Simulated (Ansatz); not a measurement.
# CH₃N (triplet): wave-function methods side by side, def2-TZVPP

The task here is to estimate one member of a computed series from the others.

Computed with Ansatz 0.2.0, Gaussian basis. Level: def2-TZVPP, core rule «outside noble gas», up to 2 orbitals frozen.

Plan: UHF; ROHF; CCSD(T) on UHF.

2 further runs of the same task are left out: 2 set aside as unsound or not needed.

### The geometry

The geometry is a PBE0/def2-TZVP stationary point (not a proven minimum).

5 atoms, charge 0, spin multiplicity 3.

Atoms are counted from 1 here; the program's logs count them from 0.

Bond lengths: N1–C2 1.403 Å, C2–H3 1.101 Å, C2–H4 1.101 Å, C2–H5 1.101 Å. Angles: N1–C2–H3 110.9°, N1–C2–H4 110.9°, N1–C2–H5 110.9°, H3–C2–H4 108.0°, H3–C2–H5 108.0°, H4–C2–H5 108.0°.

Set-up of the first run:

in.yaml reads:

```yaml
crystal:
  periodic: [false, false, false]
  atoms:
    - {symbol: N, position_ang: [-0.767330, 0.007230, 0.007201]}
    - {symbol: C, position_ang: [0.635942, -0.005992, -0.005968]}
    - {symbol: H, position_ang: [1.018747, -1.037854, -0.004565]}
    - {symbol: H, position_ang: [1.041604, 0.508718, 0.878222]}
    - {symbol: H, position_ang: [1.024810, 0.500066, -0.902610]}
basis:
  gaussian: {orbitals: def2-TZVPP}
magnetization: {spin_polarized: true, initial_magnetization: 2}
hamiltonian: {xc: hf}
output: {orbitals: {seedname: orbitals}}
```

Launch:

```
$ ansatz run in.yaml --threads 1 --pin off --events-out ev --progress --plain --max-ram 4096MiB --backend cpu
```

Steps of the session up to this table: UHF; ROHF; CCSD(T) on UHF.

One table of the session follows, with a row left open; its other results are not shown here.

```
  method  from UCCSD(T) (kJ/mol)
    ROHF                  +942.9
     UHF                  +917.7
    UMP2                  +113.7
   UCCSD                       ?
UCCSD(T)                       0
```

Estimate the missing values for UCCSD.

The run gave: from UCCSD(T) (kJ/mol): +29.5. In the column «from UCCSD(T) (kJ/mol)» it lies between UCCSD(T) (0) and UMP2 (+113.7).

With the free atoms at the same levels and basis (separate runs), the atomisation energy is 16.146 eV at UCCSD(T), 12.095 eV at ROHF.
